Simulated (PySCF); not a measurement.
**QCISD(T)/STO-3G run of S2F2 (Difluorodisulfane)**

What is the energy change on altering one bond length of S2F2 (Difluorodisulfane) at QCISD(T)/STO-3G? The job is set up through a Python script.

Program for the calculation: PySCF 2.14.0.

13 further runs of the same task are left out: 4 that didn't finish, 9 set aside as unsound or not needed.

## (1) The structure to begin with

S2F2 has 4 atoms, charge 0, and is taken as a singlet. SMILES: `FSSF`. The coordinates come from a PBE0-D4/def2-TZVP relaxation.

Bond lengths: F1–S2 1.631 Å, S2–S3 1.890 Å, S3–F4 1.631 Å. Angles: F1–S2–S3 108.6°, S2–S3–F4 108.6°.

## (2) A single-point energy at QCISD(T)/STO-3G

Input file run.py:

```python
# Difluorodisulfane
from pyscf import gto, cc

mol = gto.M(
    atom='''
F     -3.370799    -0.377813    -1.174635
S     -0.883768     1.444034    -1.195006
S      1.974745    -0.522301    -0.349070
F      2.279784    -0.543901     2.718711
''',
    verbose=3,
    max_memory=1860,
    spin=0,
    basis='sto-3g',
    unit='bohr',
)

myscf = mol.RHF()
myscf.conv_tol = 1e-10
myscf.kernel()
if not myscf.converged:
    myscf = myscf.newton().run(myscf.mo_coeff, myscf.mo_occ)

mycc = cc.QCISD(myscf, frozen=12)
mycc.kernel()
e_t = mycc.qcisd_t()
e_final = mycc.e_tot + e_t
print('E(%s) = %.9f' % ('QCISD(T)', e_final))
```

Command:

```bash
$ OMP_NUM_THREADS=1 python run.py
```

The program printed:

```text
converged SCF energy = -982.331905283353
E(QCISD) = -982.4393449677031  E_corr = -0.1074396843504056
QCISD(T) correction = -0.0018220323042262
E(QCISD(T)) = -982.441167000
```

Wall time 0.95 s (1 thread of Arm Neoverse V1, shared host); peak memory 0.12 GiB.

## (3) The distorted shape

Input file input.py:

```python
from pyscf import gto, cc

mol = gto.M(
    atom=[
    ('F', (-2.540109, 0.320360, -0.845423)),
    ('S', (-1.224029, 1.284440, -0.856203)),
    ('S', (1.044990, -0.276390, -0.184720)),
    ('F', (1.206410, -0.287820, 1.438680)),
],
    charge=0,
    max_memory=1860,
    verbose=3,
    basis='sto-3g',
)

mf = mol.RHF()
mf.conv_tol = 1e-10
mf.kernel()
if not mf.converged:
    mf = mf.newton().run(mf.mo_coeff, mf.mo_occ)

mycc = cc.QCISD(mf, frozen=12)
mycc.kernel()
e_t = mycc.qcisd_t()
e_tot = mycc.e_tot + e_t
print('E(%s) = %.9f' % ('QCISD(T)', e_tot))
```

Command:

```bash
$ OMP_NUM_THREADS=1 python input.py
```

The program printed:

```text
converged SCF energy = -982.228037248179
E(QCISD) = -982.4050576849589  E_corr = -0.1770204367797499
QCISD(T) correction = -0.00776075866057781
E(QCISD(T)) = -982.412818444
```

Run time: 0.99 s. Hardware: 1 thread of Arm Neoverse V1, shared host; peak memory 0.12 GiB.

## (4) Summary of results

At QCISD(T)/STO-3G, 12 core orbitals frozen:

| quantity | value |
| --- | --- |
| first shape: total energy | -982.44117 Eh |
| first shape: dipole moment (Hartree–Fock density) | 0.46 D |
| first shape: HOMO energy (Hartree–Fock orbitals) | -7.68 eV |
| first shape: LUMO energy (Hartree–Fock orbitals) | 9.62 eV |
| first shape: HOMO–LUMO gap (Hartree–Fock orbitals) | 17.30 eV |
| first shape: correlation energy (12 core orbitals frozen) | -109.3 mEh |
| first shape: (T) correction | -1.82 mEh |
| first shape: T1 diagnostic | 0.011 |
| distorted shape: total energy | -982.41282 Eh |
| distorted shape: dipole moment (Hartree–Fock density) | 0.59 D |
| distorted shape: HOMO energy (Hartree–Fock orbitals) | -6.16 eV |
| distorted shape: LUMO energy (Hartree–Fock orbitals) | 2.28 eV |
| distorted shape: HOMO–LUMO gap (Hartree–Fock orbitals) | 8.44 eV |
| distorted shape: correlation energy (12 core orbitals frozen) | -184.8 mEh |
| distorted shape: (T) correction | -7.76 mEh |
| distorted shape: T1 diagnostic | 0.016 |
| energy change with the S2–S3 bond stretched from 1.890 to 2.835 Å | 0.771 eV |

What this shows: With the S2–S3 bond stretched from 1.890 to 2.835 Å the energy rises by 0.77 eV (74.4 kJ/mol). The first shape isn't relaxed at this level, so the change isn't measured from a minimum. A restricted reference can't describe the breaking bond well at this length. The minimal basis adds a large error of its own. Mulliken charges (first shape) of the mean-field density run from -0.20 on F1 to +0.20 on S2. The triples (first shape) make up 1.7 % of the correlation energy. Mulliken charges (distorted shape) of the mean-field density run from -0.20 on F1 to +0.20 on S2. The triples (distorted shape) make up 4.2 % of the correlation energy.
